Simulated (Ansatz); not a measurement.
# Scan of the H3–O1–Si2–H4 dihedral angle

SiH3O (SMILES O[SiH2-]) (charge -1), closed shell, at its PBE0-D4/def2-TZVPD minimum:

| atom | x (Å) | y (Å) | z (Å) |
| --- | --- | --- | --- |
| O1 | 0.2615 | -0.6409 | 0.8912 |
| Si2 | 0.1511 | 0.2033 | -0.6476 |
| H3 | 1.0304 | -1.2048 | 0.8277 |
| H4 | -1.3571 | -0.0026 | -0.9422 |
| H5 | -0.0859 | 1.6450 | -0.1291 |

The dihedral angle H3–O1–Si2–H4 (133.0° at the minimum) is set to the values below, the two halves turning rigidly about the central bond. Each method's energies count from its own value at the PBE0-D4 minimum structure. Ansatz 0.2.0; basis: def2-TZVPPD; cores frozen in the correlated methods. B3LYP uses VWN-RPA correlation.

CCSD(T) energies along the scan:
```json
{"dihedral angle (°)": "-178.1", "CCSD(T) (meV)": "67"}
{"dihedral angle (°)": "-148.1", "CCSD(T) (meV)": "121"}
{"dihedral angle (°)": "-118.1", "CCSD(T) (meV)": "122"}
{"dihedral angle (°)": "-88.1", "CCSD(T) (meV)": "65"}
{"dihedral angle (°)": "-58.1", "CCSD(T) (meV)": "11"}
{"dihedral angle (°)": "-28.1", "CCSD(T) (meV)": "21"}
{"dihedral angle (°)": "1.9", "CCSD(T) (meV)": "83"}
{"dihedral angle (°)": "31.9", "CCSD(T) (meV)": "129"}
{"dihedral angle (°)": "61.9", "CCSD(T) (meV)": "111"}
{"dihedral angle (°)": "91.9", "CCSD(T) (meV)": "51"}
{"dihedral angle (°)": "121.9", "CCSD(T) (meV)": "4"}
{"dihedral angle (°)": "151.9", "CCSD(T) (meV)": "12"}
```
They count from the CCSD(T) energy at the PBE0-D4 minimum.

Largest difference from the CCSD(T) curve over the scan: PBE-D4 12; r2SCAN-D4 11; PBE0-D4 7; B3LYP-D4 9 meV. Each curve counts from its own value at the minimum.

No T1 diagnostic of these runs exceeds 0.015.

For scale, one of the runs: CCSD(T)/def2-TZVPPD, 139 basis functions (an equivalent command: `ansatz run in.yaml --threads 2`). Hardware: 2 CPU threads, shared host. Wall time 6 s; peak host memory 0.76 GiB.
